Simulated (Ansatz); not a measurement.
System: rock-salt MgS. Method: PBE0 (PAW; Ansatz, a first-principles code).

Settings: plane-wave cutoff 520 eV, 10×10×10 k mesh, scalar-relativistic PAW data made under PBE.

Computed at the level's own relaxed cell.

Task: What does this level give for the elastic constant C11, Voigt–Reuss–Hill shear modulus (Hill average), elastic constant C12, Voigt–Reuss–Hill bulk modulus and elastic constant C44?

Result: 
elastic constant C11: 151 GPa
Voigt–Reuss–Hill shear modulus (Hill average): 56.2 GPa
elastic constant C12: 44.7 GPa
Voigt–Reuss–Hill bulk modulus: 80.2 GPa
elastic constant C44: 58.4 GPa

Elastic constants are with the ions relaxed.

Computed values are for the static lattice.

Computing time: very roughly 50 core-minutes.
